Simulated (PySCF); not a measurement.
**PH₃ + 2 HCl → PH₅ + Cl₂**

Level: PBE0 in the def2-TZVP basis family, all electrons, no relativity, computed in PySCF with density fitting; open shells unrestricted.

```
species                               state and structure      E (Eh)  ZPE (kJ/mol)  H(298 K) − H(0) (kJ/mol)  S° (J/(mol K))
    PH₃  singlet, C3v, P–H 1.420 Å (×3); H–P–H 93.1° (×3)  -343.01607          63.0                      10.1           210.2
    HCl                        singlet, C∞v, H–Cl 1.279 Å  -460.66440          17.9                       8.7           186.6
    PH₅  singlet, D3h, P–H 1.427 Å (×3), P–H 1.481 Å (×2)  -344.12888         109.9                      11.2           217.5
    Cl₂                       singlet, D∞h, Cl–Cl 1.982 Å  -920.08940           3.5                       9.1           222.5
```

What is the electronic reaction energy?

At PBE0/def2-TZVP, ΔE = 332.4 kJ/mol from the differences of the total energies times 2625.5, uphill. 

Add zero-point, thermal and entropy terms for 298.15 K and 1 bar.

ΔZPE = 14.6 and Δ[H(298) − H(0)] = -7.2 kJ/mol give ΔH° = 339.8 kJ/mol. ΔS° = -143.4 J/(mol K), so ΔG° = 339.8 − 298.15 × (-0.1434) = 383 kJ/mol.

Only the bonding shown was studied: isomers, or loss of a ligand pair, can lie lower.
